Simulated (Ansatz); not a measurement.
BHCl₂⁺, that is BCl2H with one electron fewer. Total charge 1; doublet. Geometry r2SCAN-D4/def2-TZVP; atoms count from 1.

```csv
atom,x (Å),y (Å),z (Å)
B1,-0.030,0.039,-0.050
Cl2,0.787,1.502,-0.089
Cl3,-1.248,-0.875,-0.748
H4,0.491,-0.666,0.887
```

(1) Estimate the Mulliken populations from the PBE0/def2-TZVP orbitals of Ansatz.

(2) Where does the spin sit?

(3) And the Mayer bond orders between heavy atoms (over 0.3)?

Results:

(1) 
```json
{"atom": "B1", "charge (e)": "0.10", "spin (α − β)": "0.03"}
{"atom": "Cl2", "charge (e)": "0.32", "spin (α − β)": "0.32"}
{"atom": "Cl3", "charge (e)": "0.32", "spin (α − β)": "0.32"}
{"atom": "H4", "charge (e)": "0.27", "spin (α − β)": "0.32"}
```
Mulliken values depend strongly on the basis.

(2) Summed by element: B 0.03, Cl 0.65, H 0.32, of 1 unpaired in all. Largest on single atoms: H4 0.32, Cl2 0.32, Cl3 0.32.

(3) B1–Cl2 1.55 (1.68 Å); B1–Cl3 1.55 (1.68 Å).
